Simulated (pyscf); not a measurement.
PySCF, gas phase, ωB97X-D3(BJ)/def2-SVP geometries. Correlated levels are frozen-core, on RHF or UHF. ΔMP2 is the change of the MP2 total energy from the triple- to the quadruple-zeta basis.

Estimate the classical barrier height and the reaction energy of H₃C–InH–NH₂ → H₃C–In [singlet] + NH₃ at CCSD(T)/def2-TZVPP + ΔMP2(QZVPP). The step runs on the singlet surface, breaks In–N, H–In and forms H–N; take the reactant's lowest minimum found as zero.

ΔE‡ = 49.5 kcal/mol, ΔE = +2.3 kcal/mol. Zero-point energy shifts the barrier by -1.0 kcal/mol. It is a 1,1-elimination, with an imaginary mode of 1391i cm⁻¹. On the product side the descent ends in a bound adduct, 10.9 kcal/mol under the separated species and 60.0 kcal/mol under the saddle at ωB97X-D3(BJ)/def2-TZVP. At ωB97X-D3(BJ)/def2-TZVP the barrier from the zero used here is 55.4 kcal/mol. One saddle was located; it need not be the lowest between these sides. The CCSD(T) − MP2 part came from Ansatz, without density fitting, on the same reference. The frozen core leaves the outer d or s,p core shells of the metals and heavy elements correlated in the MP2 and CC values, and def2-TZVPP describes them poorly, which can shift differences by a few kcal/mol. Elements past Kr carry the def2 core potentials, without spin-orbit coupling.
